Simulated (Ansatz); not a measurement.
We consider tetradymite Bi₂Se₃, described by PBEsol-D3(BJ) in Ansatz (PAW).

Settings: plane-wave cutoff 520 eV, 10×10×10 k mesh, Fermi–Dirac smearing 0.01 eV, scalar-relativistic PAW data made under PBE.

Shape and atoms are relaxed at each volume.

Pressure at four volumes; x = ln(V/26.610 Å³). One pressure is withheld.

| V (Å³/atom) | x | P (GPa) |
|---|---|---|
| 25.545 | -0.0408 | 2.38 |
| 26.610 | 0.0000 | 0.00 |
| 27.142 | 0.0198 | -0.93 |
| 27.674 | 0.0392 | ? |

Question: Pass a parabola P(x) through the three rows shown, estimate the bulk modulus and its pressure derivative near zero pressure, and predict the withheld pressure.

Answer: Slopes between the rows: (0.00 − (2.38))/(0.0000 − (-0.0408)) = -58.33 and (-0.93 − (0.00))/(0.0198 − (0.0000)) = -46.97 GPa. Their difference over the span 0.0606 is c = 11.36/0.0606 = 187.5 GPa, so P(x) = 2.38 + (-58.33)(x − (-0.0408)) + 187.5 (x − (-0.0408))(x − (0.0000)). At the middle row B = −dP/dx = −[-58.33 + 187.5 × 0.0408] = 50.7 GPa, and B′ = dB/dP = 2c/B = 7.4. At x = 0.0392 the parabola gives -1.70 GPa; the run gives -1.65 GPa. The Birch–Murnaghan fit to the energies at all volumes has B0 = 49.9 GPa and B′ = 8.2.

Note: the bulk modulus comes from volumes at which shape and atoms were relaxed.

Spin–orbit coupling is not included; it can shift volumes and moduli of such heavy elements.

Ansatz is a quantum-chemistry and plane-wave program.
